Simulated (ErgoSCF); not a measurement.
# HNCO (isocyanic acid): HF/def2-TZVPP

Aim: the energy change on altering one bond length of HNCO (isocyanic acid) at HF/def2-TZVPP, from 2 runs. 

The calculation is run with ErgoSCF 3.8.

13 further runs of the same task are left out: 1 that didn't finish, 12 set aside as unsound or not needed.

## 1. The structure to begin with

HNCO: 4 atoms, total charge 0, spin state singlet. SMILES: `N=C=O`. The coordinates come from a PBE0-D4/def2-TZVP relaxation.

Bond lengths: N1–C2 1.208 Å, C2–O3 1.161 Å, N1–H4 1.004 Å. Angles: N1–C2–O3 173.0°, C2–N1–H4 125.4°.

## 2. A single-point energy at HF/def2-TZVPP

Contents of geom.xyz:

```xyz
4
CHNO
N      0.505000    -0.390800    -0.422600
C     -0.462300     0.160800     0.046400
O     -1.461800     0.645200     0.383400
H      1.419000    -0.415200    -0.007200
```

Contents of ergo.in:

```
set_nthreads(1)
basis = "def2-TZVPP"
spin_polarization = 0
scf.max_number_of_iterations = 120
charge = 0
tmpdir = "."
scf.output_mulliken_pop = 1
scf.use_diagonalization = 1
molecule "geom.xyz"
run "HF"
```

The basis set def2-TZVPP is read from a file made from the Basis Set Exchange's data (not shown).

The run is started by

```console
$ ergo < ergo.in
```

The log of the run:

```text
[...]
INSC SCF_general constructor, number of basis functions: 107
[...]
INSC Energy   1 =        -33.47196113404
[...]
INDE E_LUMO =          0.12199783448
[...]
INSC Energy  19 =       -167.83771493238  ( diff     -0.000000000001052 )
[...]
RESC CONVERGED after  19 iterations.
RESC FINAL ENERGY:       -167.83771493238
[...]
INSC SCF: dipole_moment_x [atomic units] =       0.86007984
INSC SCF: dipole_moment_y [atomic units] =      -0.08092921
INSC SCF: dipole_moment_z [atomic units] =       0.29055606
[...]
```

Run time: 2.2 min. Hardware: 1 thread of Arm Neoverse V1, shared host; peak memory 0.27 GiB.

## 3. The distorted shape, same level

Contents of input.xyz:

```xyz
4

N     -0.591815    -0.361520    -0.921087
C     -1.559115     0.190080    -0.452087
O     -2.558615     0.674480    -0.115087
H      1.419000    -0.415200    -0.007200
```

Contents of input.ego:

```
set_nthreads("env")
molecule "input.xyz"
scf.max_number_of_iterations = 120
scf.use_diagonalization = 1
basis = "def2-TZVPP"
tmpdir = "."
scf.output_mulliken_pop = 1
run "HF"
```

The basis set def2-TZVPP is read from a file made from the Basis Set Exchange's data (not shown).

The run is started by

```console
$ ergo < input.ego
```

The log of the run:

```text
[...]
INSC SCF_general constructor, number of basis functions: 107
[...]
INSC Energy   1 =        -31.95876434974
[...]
INDE E_LUMO =         -0.10711954592
[...]
INSC Energy  18 =       -167.60180406452  ( diff     -0.000000000001535 )
[...]
RESC CONVERGED after  18 iterations.
RESC FINAL ENERGY:       -167.60180406452
[...]
INSC SCF: dipole_moment_x [atomic units] =       1.26735541
INSC SCF: dipole_moment_y [atomic units] =      -0.08868301
INSC SCF: dipole_moment_z [atomic units] =       0.48106559
[...]
```

It took 1.9 min on 1 thread of Arm Neoverse V1, shared host; peak memory 0.27 GiB.

## 4. Results

At HF/def2-TZVPP:

| quantity | value |
| --- | --- |
| first shape: total energy | -167.83771 Eh |
| first shape: dipole moment | 2.32 D |
| distorted shape: total energy | -167.60180 Eh |
| distorted shape: dipole moment | 3.45 D |
| energy change with the N1–H4 bond stretched from 1.004 to 2.209 Å | 6.419 eV |

**Reading.** One bond (distorted shape) is far stretched, which a spin-restricted single reference describes badly; a broken-symmetry solution may lie lower. With the N1–H4 bond stretched from 1.004 to 2.209 Å the energy rises by 6.42 eV (148 kcal/mol). The first shape isn't relaxed at this level, so the change isn't measured from a minimum. A restricted reference can't describe the breaking bond well at this length. Mulliken charges (first shape) run from -0.48 on N1 to +0.60 on C2; they depend strongly on the basis. Mulliken charges (distorted shape) run from -0.52 on N1 to +0.59 on C2; they depend strongly on the basis.
